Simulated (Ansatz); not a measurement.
# CH₂Cl− (SMILES [CH2-]Cl): one structure at several levels

Aim: energy, forces and dipole at a structure displaced at random from a GFN2-xTB minimum, from CCSD(T) and from density functionals.

Method: single points in def2-TZVPPD; program: Ansatz 0.2.0, Gaussian basis.

Cores are frozen in the correlated methods.

### Step 1. Where the work starts

SMILES `[CH2-]Cl`, 4 atoms, charge -1, spin multiplicity 1.

Atoms are counted from 1 here; the program's logs count them from 0.

Bond lengths: C1–Cl2 1.907 Å, C1–H3 1.208 Å, C1–H4 1.168 Å. Angles: Cl2–C1–H3 104.9°, Cl2–C1–H4 104.4°, H3–C1–H4 103.8°.

Coordinates:

```xyz
4

C     0.30380   -0.34950    0.22760
Cl   -0.45910    1.31530    0.76030
H    -0.64090   -1.04620   -0.05820
H     0.80530   -0.12370   -0.80250
```

### Step 2. CCSD(T)/def2-TZVPPD

File run/in.yaml:

```yaml
crystal:
  periodic: [false, false, false]
  atoms:
    - {symbol: C, position_ang: [0.303800, -0.349500, 0.227600]}
    - {symbol: Cl, position_ang: [-0.459100, 1.315300, 0.760300]}
    - {symbol: H, position_ang: [-0.640900, -1.046200, -0.058200]}
    - {symbol: H, position_ang: [0.805300, -0.123700, -0.802500]}
basis:
  gaussian: {orbitals: "def2-TZVPPD.json"}
total_charge: -1
correlation: {method: ccsd_t}
output: {forces: true}
```

The basis file named in the input lies beside it (Basis Set Exchange, JSON).

No record of the launch command was kept for these runs.

### Step 3. PBE0-D4/def2-TZVPPD

Edit run/in.yaml of step 2 so:

```diff
@@ -10,3 +10,3 @@
 total_charge: -1
-correlation: {method: ccsd_t}
-output: {forces: true}
+hamiltonian: {xc: pbe0, dispersion: d4}
+output: {forces: true, orbitals: {seedname: orbitals}}
```

### Step 4. wB97M-V/def2-TZVPPD

Edit run/in.yaml of step 3 so:

```diff
@@ -10,3 +10,3 @@
 total_charge: -1
-hamiltonian: {xc: pbe0, dispersion: d4}
-output: {forces: true, orbitals: {seedname: orbitals}}
+hamiltonian: {xc: {name: wB97M-V}}
+output: {forces: true}
```

### Step 5. r2SCAN-D4/def2-TZVPPD

Edit run/in.yaml of step 4 so:

```diff
@@ -10,3 +10,3 @@
 total_charge: -1
-hamiltonian: {xc: {name: wB97M-V}}
+hamiltonian: {xc: r2scan, dispersion: d4}
 output: {forces: true}
```

### Step 6. PBE-D4/def2-TZVPPD

Edit run/in.yaml of step 5 so:

```diff
@@ -10,3 +10,3 @@
 total_charge: -1
-hamiltonian: {xc: r2scan, dispersion: d4}
+hamiltonian: {xc: pbe, dispersion: d4}
 output: {forces: true}
```

### Step 7. wB97X-V/def2-TZVPPD

Edit run/in.yaml of step 6 so:

```diff
@@ -10,3 +10,3 @@
 total_charge: -1
-hamiltonian: {xc: pbe, dispersion: d4}
+hamiltonian: {xc: {name: wB97X-V}}
 output: {forces: true}
```

### Step 8. LC-wPBE/def2-TZVPPD

Edit run/in.yaml of step 7 so:

```diff
@@ -10,3 +10,3 @@
 total_charge: -1
-hamiltonian: {xc: {name: wB97X-V}}
+hamiltonian: {xc: {name: LC-wPBE}}
 output: {forces: true}
```

(Steps that only read results are left out.)

**Question.** What will these runs give? Wanted: RMS force component; RMS force error; HOMO and LUMO, PBE0-D4; T1 diagnostic.

As calculated:

| quantity | value |
| --- | --- |
| RMS force component | 0.853 to 1.087 eV/Å over the methods |
| RMS force error | PBE0-D4 0.111, wB97M-V 0.085, r2SCAN-D4 0.042, PBE-D4 0.142, wB97X-V 0.099, LC-wPBE 0.262 eV/Å |
| HOMO and LUMO, PBE0-D4 | 0.78 and 4.34 eV |
| T1 diagnostic | 0.013 |

What this shows: On forces the order runs from r2SCAN-D4 to LC-wPBE. Frozen-core CCSD(T) forces in triple zeta carry basis errors of their own, and this is one geometry, so small gaps rank nothing.
